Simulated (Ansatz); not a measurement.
A run of Ansatz (development build ahead of 0.2.0) on doublet C3H6(+) at this shape:

```xyz
9

C     0.2225   -0.0203   -0.4189
C    -0.2428   -1.2487   -0.2690
C     0.0321    1.1108    0.5491
H     0.7982    0.2106   -1.3115
H    -0.0585   -2.0155   -1.0109
H    -0.8235   -1.5388    0.5996
H    -0.5551    0.8031    1.4151
H     0.9968    1.4825    0.9049
H    -0.4780    1.9518    0.0719
```

Its results:

```json
{
 "Converged": "yes",
 "Total energy": "-116.67767 hartree",
 "Spin squared of the determinant": "0.755",
 "Stability test": "minimum"
}
```

Forces (eV/Å):
| atom | Fx | Fy | Fz |
| --- | --- | --- | --- |
| C1 | 1.946 | 5.932 | -0.161 |
| C2 | -1.893 | -4.950 | 0.646 |
| C3 | -0.353 | -0.819 | 0.157 |
| H4 | 0.003 | -0.049 | -0.047 |
| H5 | 0.006 | -0.047 | -0.045 |
| H6 | -0.017 | 0.008 | 0.028 |
| H7 | 0.040 | 0.000 | -0.068 |
| H8 | 0.152 | -0.041 | -0.240 |
| H9 | 0.115 | -0.034 | -0.269 |

Q: Which input gives this output? Name the method, the orbitals and the basis set, and write the input.

A: UHF in def2-SVP.

```yaml
crystal:
  periodic: [false, false, false]
  atoms:
    - { symbol: C, position_ang: [0.22246, -0.02028, -0.41894] }
    - { symbol: C, position_ang: [-0.24277, -1.24868, -0.26897] }
    - { symbol: C, position_ang: [0.03212, 1.1108, 0.54911] }
    - { symbol: H, position_ang: [0.79817, 0.21061, -1.31154] }
    - { symbol: H, position_ang: [-0.05854, -2.01554, -1.01085] }
    - { symbol: H, position_ang: [-0.82349, -1.53881, 0.59959] }
    - { symbol: H, position_ang: [-0.55506, 0.80312, 1.41514] }
    - { symbol: H, position_ang: [0.99681, 1.4825, 0.90492] }
    - { symbol: H, position_ang: [-0.47799, 1.95183, 0.07189] }
basis:
  gaussian: { orbitals: def2-SVP }
total_charge: 1
magnetization:
  spin_polarized: true
  initial_magnetization: 1
hamiltonian:
  xc: hf
output:
  forces: true
```
